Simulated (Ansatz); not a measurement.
The input, for Ansatz 0.2.0:

```yaml
crystal:
  periodic: [false, false, false]
  atoms:
    - {symbol: B, position_ang: [0.000000, -0.531705, 1.776279]}
    - {symbol: Si, position_ang: [0.000000, 0.368430, 0.036582]}
    - {symbol: O, position_ang: [0.000000, -0.403858, -1.277481]}
    - {symbol: H, position_ang: [0.000000, 1.847527, 0.206498]}
basis:
  gaussian: {orbitals: cc-pVDZ}
magnetization: {spin_polarized: false, initial_magnetization: 4}
correlation: {method: ccsdt_q, electrons: outside_noble_gas}
```

```sh
$ ansatz run in.yaml --threads 1 --pin off --events-out ev --progress --plain --max-ram 2393MiB
```

Output:

```
933 factors; integrals over basis functions are off by at most 1.6e-7 eV
mean field evaluation 1: about -10575.4762 eV, gradient 2.9e1 eV
mean field evaluation 2: about -10575.5316 eV, gradient 2.9e1 eV
mean field evaluation 4: about -10580.2756 eV, gradient 6.3e0 eV
mean field evaluation 8: about -10581.0905 eV, gradient 1.2e0 eV
mean field evaluation 16: about -10581.1567 eV, gradient 4.3e-3 eV
mean field evaluation 32: about -10581.1558 eV, gradient 1.3e-1 eV
mean field evaluation 64: about -10580.6732 eV, gradient 4.5e-1 eV
mean field evaluation 96: about -10581.1520 eV, gradient 5.3e-1 eV
mean field evaluation 128: about -10580.6278 eV, gradient 1.3e-1 eV
mean field evaluation 160: about -10577.6646 eV, gradient 2.0e0 eV
...
cycle  16  -8.57091299 eV  change   -1.7e-4 eV  update   1.3e-4
cycle  17  -8.57099889 eV  change   -8.6e-5 eV  update   7.6e-5
cycle  18  -8.57104919 eV  change   -5.0e-5 eV  update   4.6e-5
cycle  19  -8.57109511 eV  change   -4.6e-5 eV  update   2.6e-5
cycle  20  -8.57112041 eV  change   -2.5e-5 eV  update   1.5e-5
cycle  21  -8.57112578 eV  change   -5.4e-6 eV  update   1.0e-5
cycle  22  -8.57112466 eV  change    1.1e-6 eV  update   6.6e-6
cycle  23  -8.57111530 eV  change    9.4e-6 eV  update   4.3e-6
cycle  24  -8.57110824 eV  change    7.1e-6 eV  update   2.7e-6
cycle  25  -8.57110699 eV  change    1.3e-6 eV  update   1.6e-6
perturbative correction -0.02891850 eV, -0.0010627354 hartree
Total energy: -10589.75672922 eV, -389.1663818040 hartree
```

Ran on 1 thread of Arm Neoverse V1, shared host: 89 s wall, 0.85 GiB peak host memory.
